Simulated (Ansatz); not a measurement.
## H₃NOSi, SMILES N[Si]O: a rigid scan of one bond angle

Program: Ansatz 0.2.0 through its Python package.

The script, `run_bend.py`:
```python
# -*- coding: utf-8 -*-
import logging
import sys

import ansatz as az
from ase import Atoms

logging.basicConfig(stream=sys.stdout, format='[%(levelname)s] %(message)s')
log = logging.getLogger('h3nosi')
log.setLevel(logging.INFO)

atoms = Atoms(['N', 'Si', 'O', 'H', 'H', 'H'], positions=[
    (-0.8213, -0.0076, -0.2625),
    (0.6374, -0.6158, -0.6793),
    (1.4889, -0.1964, 0.6419),
    (-1.4774, -0.1264, -1.0139),
    (-0.7999, 1.0436, -0.215),
    (1.0145, -0.1612, 1.4826),
])

first = (
    az.Crystal.molecule_from_ase(atoms).calculation()
    .basis(gaussian='def2-SVP')
    .functional('pbe0')
    .relax(force_tolerance=0.02, max_steps=80)
)
atoms.positions = first.run(threads=1).report['positions_ang']

rows = []
for angle in [85, 95, 105, 115, 125, 140, 160]:
    bent = atoms.copy()
    bent.set_angle(1, 2, 5, angle, indices=[5])
    job = (
        az.Crystal.molecule_from_ase(bent).calculation()
        .basis(gaussian='def2-SVP')
        .correlation('mp2')
    )
    rows.append((angle, job.run(threads=1).report['free_energy_ev']))
floor = min(e for _, e in rows)
for angle, e in rows:
    log.info(f'angle Si1-O2-H5 = {angle:3d} deg   {1000 * (e - floor):9.1f} meV')
```

`python run_bend.py` gives:
```text
[INFO] angle Si1-O2-H5 =  85 deg       485.7 meV
[INFO] angle Si1-O2-H5 =  95 deg       215.1 meV
[INFO] angle Si1-O2-H5 = 105 deg        63.2 meV
[INFO] angle Si1-O2-H5 = 115 deg         0.0 meV
[INFO] angle Si1-O2-H5 = 125 deg         3.1 meV
[INFO] angle Si1-O2-H5 = 140 deg        90.0 meV
[INFO] angle Si1-O2-H5 = 160 deg       258.6 meV
```

What to keep in mind:
- The scan is rigid, and the energies are electronic, in a modest basis. The zero is the lowest point of the grid, which needn't be the minimum.
- The start is relaxed with a density functional and scanned with the wavefunction method, so it isn't exactly that method's minimum.
- Timing: 19 s on 1 thread of Arm Neoverse V2, with other jobs on the host, peak memory 0.2 GiB.
